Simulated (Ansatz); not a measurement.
Results of r²SCAN in Ansatz (PAW) for black phosphorus.

Numerical settings: plane-wave cutoff 560 eV, 10×10×8 k mesh (along the axes of the cell as run), Fermi–Dirac smearing 0.01 eV, scalar-relativistic PAW data made under PBE.

Computed at the level's own relaxed cell.

Problem. Predict the bulk modulus, band gap, equilibrium volume per atom and Γ–Γ gap.

Solution. 
- bulk modulus: 17.2 GPa
- band gap: 0.24 eV (direct)
- equilibrium volume per atom: 20.71 Å³/atom
- Γ–Γ gap: 1.92 eV

Measured, for comparison: band gap 0.35 eV (temperature not stated, no zero-point or thermal correction; as tabulated in Das et al. (2018), arXiv:1807.05623); bulk modulus 29.8 ± 0.7 GPa (room temperature, no zero-point or thermal correction, our sources range from 29.8 to 33.3; as tabulated in Muhammad et al. (2024), arXiv:2307.07533); equilibrium volume per atom 18.97 Å³/atom (temperature not stated, no zero-point or thermal correction; as tabulated in Appalakondaiah et al. (2012), arXiv:1211.3512). Computed (rounded) less measured: bulk modulus -42 % (against room or unstated temperature, where such soft solids are markedly softer), equilibrium volume per atom +9.2 %.

Note: for a layered or molecular solid the relaxed cell lies over 5 % above the published volume, where the minimum can be shallow; the cell comes from a level without a dispersion term, which matters for the spacing of layers, chains or molecules; the bulk modulus comes from volumes at which shape and atoms were relaxed.

Static lattice: no zero-point or thermal effects.

Cost on a shared machine: around 12 core-minutes (rough).

Ansatz is a quantum-chemistry and plane-wave program.
